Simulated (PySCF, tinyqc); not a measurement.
Worked calculation: FCI on RHF in the sto-3g basis, frozen core, for HF, spin multiplicity 1. The lowest restricted solution is unstable here: a spin-polarised one lies 0.0995 hartree lower (PySCF). Computed by tinyqc, a small Python program that keeps every step (integrals from PySCF). Settings: charge = 0, multiplicity = 1, basis = sto-3g, method = RHF, frozen orbitals = 1, energy threshold = 1e-10, iteration cap = 53, orthogonalisation = symmetric, start = atomic densities, DIIS depth = 6, ci = FCI. Command: `OMP_NUM_THREADS=1 python tinyqc.py 29880 29881 out.jsonl` (the two numbers bound the seeds that draw the settings). One thread of a shared host (Intel(R) Xeon(R) Processor @ 2.60GHz), about 0.1 s of CPU time with the checks. The early iterations of the SCF are left out here.

## One-electron integrals

Geometry (angstrom):
```
atom,x,y,z
F,0.000000,0.000000,0.000000
H,0.000000,0.000000,1.639000
```

Basis sto-3g: exponents (1/bohr^2) and contraction coefficients of normalised primitives:
```
element,l (shell),exponent,coefficient
F,s (1),166.679130,0.154329
F,s (1),30.360812,0.535328
F,s (1),8.216821,0.444635
F,s (2),6.464803,-0.099967
F,s (2),1.502281,0.399513
F,s (2),0.488588,0.700115
F,p (3),6.464803,0.155916
F,p (3),1.502281,0.607684
F,p (3),0.488588,0.391957
H,s (1),3.425251,0.154329
H,s (1),0.623914,0.535328
H,s (1),0.168855,0.444635
```

Overlap, kinetic and nuclear-attraction integrals over the contracted functions; the nuclear repulsion is the sum of Za Zb / Rab.

nuclear repulsion = 2.90579310 hartree

overlap S:
```
,1F 1s,1F 2s,1F 2px,1F 2py,1F 2pz,2H 1s
1F 1s,1.000000,0.237990,0.000000,0.000000,0.000000,0.009419
1F 2s,0.237990,1.000000,0.000000,0.000000,0.000000,0.124375
1F 2px,0.000000,0.000000,1.000000,0.000000,0.000000,0.000000
1F 2py,0.000000,0.000000,0.000000,1.000000,0.000000,0.000000
1F 2pz,0.000000,0.000000,0.000000,0.000000,1.000000,0.118938
2H 1s,0.009419,0.124375,0.000000,0.000000,0.118938,1.000000
```

kinetic energy T (hartree):
```
,1F 1s,1F 2s,1F 2px,1F 2py,1F 2pz,2H 1s
1F 1s,36.984577,-0.212858,0.000000,0.000000,0.000000,-0.002558
1F 2s,-0.212858,1.037995,0.000000,0.000000,0.000000,-0.018832
1F 2px,0.000000,0.000000,3.248015,0.000000,0.000000,0.000000
1F 2py,0.000000,0.000000,0.000000,3.248015,0.000000,0.000000
1F 2pz,0.000000,0.000000,0.000000,0.000000,3.248015,0.002570
2H 1s,-0.002558,-0.018832,0.000000,0.000000,0.002570,0.760032
```

nuclear attraction V (hartree):
```
,1F 1s,1F 2s,1F 2px,1F 2py,1F 2pz,2H 1s
1F 1s,-77.332446,-9.253648,0.000000,0.000000,-0.004713,-0.375360
1F 2s,-9.253648,-11.864060,0.000000,0.000000,-0.058968,-0.974889
1F 2px,0.000000,0.000000,-11.763886,0.000000,0.000000,0.000000
1F 2py,0.000000,0.000000,0.000000,-11.763886,0.000000,0.000000
1F 2pz,-0.004713,-0.058968,0.000000,0.000000,-11.787223,-0.766697
2H 1s,-0.375360,-0.974889,0.000000,0.000000,-0.766697,-4.126038
```

core Hamiltonian H = T + V (hartree):
```
,1F 1s,1F 2s,1F 2px,1F 2py,1F 2pz,2H 1s
1F 1s,-40.347869,-9.466505,0.000000,0.000000,-0.004713,-0.377918
1F 2s,-9.466505,-10.826064,0.000000,0.000000,-0.058968,-0.993721
1F 2px,0.000000,0.000000,-8.515871,0.000000,0.000000,0.000000
1F 2py,0.000000,0.000000,0.000000,-8.515871,0.000000,0.000000
1F 2pz,-0.004713,-0.058968,0.000000,0.000000,-8.539208,-0.764128
2H 1s,-0.377918,-0.993721,0.000000,0.000000,-0.764128,-3.366006
```

## Two-electron integrals

Functions are numbered as in S; the eight-fold symmetry (ij|kl) = (ji|kl) = (kl|ij) leaves the list below.

Two-electron integrals (ij|kl) in chemists' order, unique and non-zero (hartree):
```
i,j,k,l,(ij|kl)
1,1,1,1,5.403501
2,1,1,1,0.841920
2,1,2,1,0.156299
2,2,1,1,1.268028
2,2,2,1,0.292344
2,2,2,2,0.926167
3,1,3,1,0.027998
3,2,3,1,0.043169
3,2,3,2,0.204588
3,3,1,1,1.264502
3,3,2,1,0.292403
3,3,2,2,0.925959
3,3,3,3,0.997514
4,1,4,1,0.027998
4,2,4,1,0.043169
4,2,4,2,0.204588
4,3,4,3,0.053770
4,4,1,1,1.264502
4,4,2,1,0.292403
4,4,2,2,0.925959
4,4,3,3,0.889973
4,4,4,4,0.997514
5,1,5,1,0.027998
5,2,5,1,0.043169
5,2,5,2,0.204588
5,3,5,3,0.053770
5,4,5,4,0.053770
5,5,1,1,1.264502
5,5,2,1,0.292403
5,5,2,2,0.925959
5,5,3,3,0.889973
5,5,4,4,0.889973
5,5,5,5,0.997514
6,1,1,1,0.033737
6,1,2,1,0.006214
6,1,2,2,0.011561
6,1,3,3,0.011549
6,1,4,4,0.011549
6,1,5,1,0.000231
6,1,5,2,0.000437
6,1,5,5,0.011589
6,1,6,1,0.000249
6,2,1,1,0.100933
6,2,2,1,0.023650
6,2,2,2,0.085741
6,2,3,3,0.084536
6,2,4,4,0.084536
6,2,5,1,0.001554
6,2,5,2,0.013209
6,2,5,5,0.088065
6,2,6,1,0.000953
6,2,6,2,0.010601
6,3,3,1,0.002285
6,3,3,2,0.014332
6,3,5,3,0.002683
6,3,6,3,0.001480
6,4,4,1,0.002285
6,4,4,2,0.014332
6,4,5,4,0.002683
6,4,6,4,0.001480
6,5,1,1,0.076481
6,5,2,1,0.018131
6,5,2,2,0.070577
6,5,3,3,0.067888
6,5,4,4,0.067888
6,5,5,1,0.003232
6,5,5,2,0.023804
6,5,5,5,0.075878
6,5,6,1,0.000753
6,5,6,2,0.010771
6,5,6,5,0.012343
6,6,1,1,0.322133
6,6,2,1,0.076649
6,6,2,2,0.321043
6,6,3,3,0.314068
6,6,4,4,0.314068
6,6,5,1,0.004618
6,6,5,2,0.056697
6,6,5,5,0.334897
6,6,6,1,0.003086
6,6,6,2,0.055870
6,6,6,5,0.067312
6,6,6,6,0.774606
```

## Orthogonalisation

S = U s U^T; symmetric (Loewdin) form X = U s^(-1/2) U^T, so that X^T S X = 1.

eigenvalues of S: 0.729144  0.892737  1.000000  1.000000  1.098698  1.279422

X:
```
,1F 1s,1F 2s,1F 2px,1F 2py,1F 2pz,2H 1s
1F 1s,1.022272,-0.124194,0.000000,0.000000,-0.000732,0.006863
1F 2s,-0.124194,1.028425,0.000000,0.000000,0.005829,-0.064842
1F 2px,0.000000,0.000000,1.000000,0.000000,0.000000,0.000000
1F 2py,0.000000,0.000000,0.000000,1.000000,0.000000,0.000000
1F 2pz,-0.000732,0.005829,0.000000,0.000000,1.005424,-0.060608
2H 1s,0.006863,-0.064842,0.000000,0.000000,-0.060608,1.011461
```

## Iteration 8 (converged): orbitals

converged F (hartree):
```
,1F 1s,1F 2s,1F 2px,1F 2py,1F 2pz,2H 1s
1F 1s,-25.924663,-6.626366,0.000000,0.000000,-0.008406,-0.268700
1F 2s,-6.626366,-3.008732,0.000000,0.000000,0.001212,-0.305482
1F 2px,0.000000,0.000000,-0.466190,0.000000,0.000000,0.000000
1F 2py,0.000000,0.000000,0.000000,-0.466190,0.000000,0.000000
1F 2pz,-0.008406,0.001212,0.000000,0.000000,-0.149125,-0.285121
2H 1s,-0.268700,-0.305482,0.000000,0.000000,-0.285121,-0.156215
```

Diagonalise F' = X^T F X, C = X C', fill 5 alpha and 5 beta electrons from the bottom; D = 2 C_occ C_occ^T. Each column has its largest component positive (the first on a tie).

F' = X^T F X (hartree):
```
,1,2,3,4,5,6
1,-25.459381,-3.379593,0.000000,0.000000,-0.014778,-0.000802
2,-3.379593,-1.853382,0.000000,0.000000,0.026016,-0.155218
3,0.000000,0.000000,-0.466190,0.000000,0.000000,0.000000
4,0.000000,0.000000,0.000000,-0.466190,0.000000,0.000000
5,-0.014778,0.026016,0.000000,0.000000,-0.116413,-0.274478
6,-0.000802,-0.155218,0.000000,0.000000,-0.274478,-0.097023
```

orbital energies (hartree): MO1 -25.933720, MO2 -1.397230, MO3 -0.466190, MO4 -0.466190, MO5 -0.374097, MO6 0.178847

coefficients C:
```
,MO1,MO2,MO3,MO4,MO5,MO6
1F 1s,0.995093,-0.262513,0.000000,0.000000,0.025303,0.027351
1F 2s,0.019897,1.020812,0.000000,0.000000,-0.126008,-0.137804
1F 2px,0.000000,0.000000,0.222696,0.974888,0.000000,0.000000
1F 2py,0.000000,0.000000,0.974888,-0.222696,0.000000,0.000000
1F 2pz,0.000471,0.002436,0.000000,0.000000,0.693111,-0.730873
2H 1s,-0.001362,0.054512,0.000000,0.000000,0.646499,0.781053
```

D after iteration 8:
```
,1F 1s,1F 2s,1F 2px,1F 2py,1F 2pz,2H 1s
1F 1s,2.119527,-0.502730,0.000000,0.000000,0.034734,0.001386
1F 2s,-0.502730,2.116661,0.000000,0.000000,-0.169684,-0.051689
1F 2px,0.000000,0.000000,2.000000,0.000000,0.000000,0.000000
1F 2py,0.000000,0.000000,0.000000,2.000000,0.000000,0.000000
1F 2pz,0.034734,-0.169684,0.000000,0.000000,0.960819,0.896456
2H 1s,0.001386,-0.051689,0.000000,0.000000,0.896456,0.841869
```

Within a degenerate level the vectors are fixed only up to a rotation; this is one choice.

## Convergence

Stop when the energy changes by less than 1e-10 hartree and every element of the error matrix X^T (F D S - S D F) X is below 3e-06.

Course of the cycle:
```
iteration,E (hartree),change,largest element of the error matrix
1,-98.95211056,-,3.48e-01
2,-98.21562193,7.36e-01,3.85e-01
3,-98.35629335,-1.41e-01,1.11e-01
4,-98.36449865,-8.21e-03,7.16e-03
5,-98.36453038,-3.17e-05,3.04e-03
6,-98.36453635,-5.97e-06,1.81e-05
7,-98.36453635,-2.70e-10,9.93e-07
8,-98.36453635,-5.26e-13,5.25e-07
```

PySCF RHF in the same basis = -98.36453635 hartree

Converged in 8 iterations.

## Integrals over molecular orbitals

(pq|rs) = sum C_ip C_jq C_kr C_ls (ij|kl), one index at a time.

one-electron integrals over orbitals h = C^T H C (hartree):
```
,1,2,3,4,5,6
1,-40.330959,0.733177,0.000000,0.000000,-0.065978,-0.075070
2,0.733177,-9.098591,0.000000,0.000000,0.313581,0.441935
3,0.000000,0.000000,-8.515871,0.000000,0.000000,0.000000
4,0.000000,0.000000,0.000000,-8.515871,0.000000,0.000000
5,-0.065978,0.313581,0.000000,0.000000,-6.171613,2.595589
6,-0.075070,0.441935,0.000000,0.000000,2.595589,-5.720772
```

Two-electron integrals over orbitals (pq|rs), unique and non-zero (hartree); the lowest 1 orbital is frozen and left out:
```
p,q,r,s,(pq|rs)
2,2,2,2,0.889744
3,2,3,2,0.193520
3,3,2,2,0.905362
3,3,3,3,0.997514
4,2,4,2,0.193520
4,3,4,3,0.053770
4,4,2,2,0.905362
4,4,3,3,0.889973
4,4,4,4,0.997514
5,2,2,2,-0.037129
5,2,3,3,-0.041773
5,2,4,4,-0.041773
5,2,5,2,0.113132
5,3,3,2,-0.014735
5,3,5,3,0.029585
5,4,4,2,-0.014735
5,4,5,4,0.029585
5,5,2,2,0.633473
5,5,3,3,0.619906
5,5,4,4,0.619906
5,5,5,2,-0.001540
5,5,5,5,0.611826
6,2,2,2,-0.045878
6,2,3,3,-0.046967
6,2,4,4,-0.046967
6,2,5,2,-0.091679
6,2,5,5,-0.016376
6,2,6,2,0.091817
6,3,3,2,-0.015494
6,3,5,3,-0.025636
6,3,6,3,0.027156
6,4,4,2,-0.015494
6,4,5,4,-0.025636
6,4,6,4,0.027156
6,5,2,2,-0.291089
6,5,3,3,-0.288069
6,5,4,4,-0.288069
6,5,5,2,0.051662
6,5,5,5,-0.077884
6,5,6,2,0.017414
6,5,6,5,0.277415
6,6,2,2,0.599867
6,6,3,3,0.588111
6,6,4,4,0.588111
6,6,5,2,0.026567
6,6,5,5,0.607771
6,6,6,2,-0.035999
6,6,6,5,-0.034135
6,6,6,6,0.623238
```

## FCI: determinants and Hamiltonian

one-electron integrals dressed by the frozen orbital, h + 2 (pq|11) - (p1|1q) (hartree):
```
,2,3,4,5,6
2,-6.675197,0.000000,0.000000,0.176291,0.287171
3,0.000000,-6.017311,0.000000,0.000000,0.000000
4,0.000000,0.000000,-6.017311,0.000000,0.000000
5,0.176291,0.000000,0.000000,-4.560191,1.669386
6,0.287171,0.000000,0.000000,1.669386,-4.165327
```

energy of the frozen orbital, 2 h_11 + (11|11) = -75.29661461 hartree

Hartree-Fock energy = -98.36453635 hartree

Slater-Condon rules over spin orbitals, with the nuclear repulsion and the energy of the frozen orbital added and E(HF) subtracted on the diagonal. Only determinants linked to the reference directly or through others are kept (one block of an abelian symmetry group), so some states are absent.

Occupation strings over the orbitals (2 doubly, a alpha, b beta, 0 empty; spin orbitals ordered 1a 1b 2a 2b ...): 222220 2222ab 2a222b 2222ba 2b222a 222202 2a22b2 222022 220222 2b22a2 202222

H - E(HF) between determinants (hartree):
```
,222220,2222ab,2a222b,2222ba,2b222a,222202,2a22b2,222022,220222,2b22a2,202222
222220,0.000000,0.000000,0.000000,0.000000,0.000000,0.277415,-0.017414,0.027156,0.027156,0.017414,0.091817
2222ab,0.000000,0.222588,-0.009153,-0.277415,-0.017414,0.043749,0.051662,0.025636,0.025636,-0.019623,0.091679
2a222b,0.000000,-0.009153,1.068028,-0.017414,-0.091817,-0.051662,-0.256953,0.015494,0.015494,0.091679,0.009879
2222ba,0.000000,-0.277415,-0.017414,0.222588,-0.009153,-0.043749,-0.019623,-0.025636,-0.025636,0.051662,-0.091679
2b222a,0.000000,-0.017414,-0.091817,-0.009153,1.068028,0.051662,0.091679,-0.015494,-0.015494,-0.256953,-0.009879
222202,0.277415,0.043749,-0.051662,-0.043749,0.051662,0.464696,0.037261,0.029585,0.029585,-0.037261,0.113132
2a22b2,-0.017414,0.051662,-0.256953,-0.019623,0.091679,0.037261,1.339688,0.014735,0.014735,-0.113132,0.072849
222022,0.027156,0.025636,0.015494,-0.025636,-0.015494,0.029585,0.014735,0.612694,0.053770,-0.014735,0.193520
220222,0.027156,0.025636,0.015494,-0.025636,-0.015494,0.029585,0.014735,0.053770,0.612694,-0.014735,0.193520
2b22a2,0.017414,-0.019623,0.091679,0.051662,-0.256953,-0.037261,-0.113132,-0.014735,-0.014735,1.339688,-0.072849
202222,0.091817,0.091679,0.009879,-0.091679,-0.009879,0.113132,0.072849,0.193520,0.193520,-0.072849,2.449304
```

## FCI: roots

Diagonalise (each vector has its largest component positive (the first on a tie)); all determinants have Ms = 0, so triplets appear too. The lowest singlet root is the correlation energy.

lowest roots of this matrix, relative to E(HF) (hartree): -0.133093  -0.056126  0.465151  0.558924  0.563219  0.655182  0.894153  0.935248

lowest vectors:
```
,root 1,root 2,root 3,root 4
222220,0.903806,0.000000,-0.191607,0.000000
2222ab,0.030785,0.706760,0.650685,0.000000
2a222b,-0.012187,0.015686,-0.055534,0.000000
2222ba,-0.030785,0.706760,-0.650685,0.000000
2b222a,0.012187,0.015686,0.055534,0.000000
222202,-0.424027,0.000000,-0.310575,0.000000
2a22b2,0.016745,-0.015633,-0.055145,0.000000
222022,-0.013603,0.000000,-0.061269,0.707107
220222,-0.013603,0.000000,-0.061269,-0.707107
2b22a2,-0.016745,-0.015633,0.055145,0.000000
202222,-0.014557,0.000000,-0.017002,0.000000
```

<S^2> of these roots: 0.000000  2.000000  0.000000  0.000000  0.000000  0.000000  2.000000  0.000000

weight of the ground state by excitation level 0, 1, 2, ...: 0.816866  0.002192  0.180941

The reference has a weight of only 0.82: one determinant is a poor start here. A root of higher spin lies below E(HF).
